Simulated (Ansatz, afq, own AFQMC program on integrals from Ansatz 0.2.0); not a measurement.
# Where AFQMC and coupled cluster stand for BH₂O, doublet

```xyz
4

B     0.0000   -0.2384    0.7416
O     0.0000    0.1607   -0.5303
H     0.0000    0.5590    1.6392
H     0.0000   -0.5526   -1.1750
```

Connectivity, by distances: BH–OH.

Basis cc-pVDZ. Noble-gas cores (and the filled d shells of Ga–Kr and In–Xe) are frozen. AFQMC by an in-house program on the Cholesky factors that Ansatz 0.2.0 writes for its CCSD(T) run. ph-AFQMC/CISD is guided by a CISD state made of CCSD amplitudes; releasing the constraint for a short imaginary time cuts its bias at the price of noise, slowly where states lie close. Free projection: walkers drawn from exp(T), propagated without any constraint. Its projection time is finite, and what remains of the start isn't in its error. Uncertainties: one standard error, sampling alone.

Determinant: UHF, the one that the program's search chose, which needn't be the lowest solution. The geometry is a point of a scan.

No full CI on the walks' own integrals is used here; CCSDT(Q) serves as the reference and is uncertain by about the last step of the cluster series.

Cautions: the ph-AFQMC/CISD walk drifts between its halves (2.9 errors).

The T1 diagnostic is 0.0176, the weight of the determinant in the CISD state is 0.910 and the ⟨S²⟩ of the determinant is 0.753. The size of the correlated space is 11 electrons in 36 orbitals.

Reference: CCSDT(Q), correlation energy -7.594 eV. The released energy is read at 2.40 1/Eh (meV from the phaseless value at times in 1/Eh: -6 ± 12 at 0.24, -23 ± 10 at 0.51, -7 ± 12 at 0.99, -25 ± 16 at 1.62, 12 ± 18 at 2.40).

| level | E − E(reference) (meV) | share of correlation (%) |
| --- | --- | --- |
| HF | 7593.9 | 0.00 |
| MP2 | 675.2 | 91.11 |
| CCSD | 205.8 | 97.29 |
| CCSD(T) | 32.1 | 99.58 |
| CCSDT | 17.2 | 99.77 |
| ph-AFQMC/HF | -113.5 ± 71.4 | 101.50 |
| ph-AFQMC/CISD | 16.4 ± 10.3 | 99.78 |
| released AFQMC | 28.2 ± 17.7 | 99.63 |
| free AFQMC | 5.6 ± 17.2 | 99.93 |

Free projections are given only where their last times agree within the noise and don't stop above the reference; a slow remainder of the start can still hide under it. A walk keeps the symmetry of its determinant, which the program's search chose and which needn't be the lowest solution, so a lower state of the same spin and another symmetry isn't excluded. Released energies are given only where the last usable release times agree within the noise; a slower fall can still hide under it.
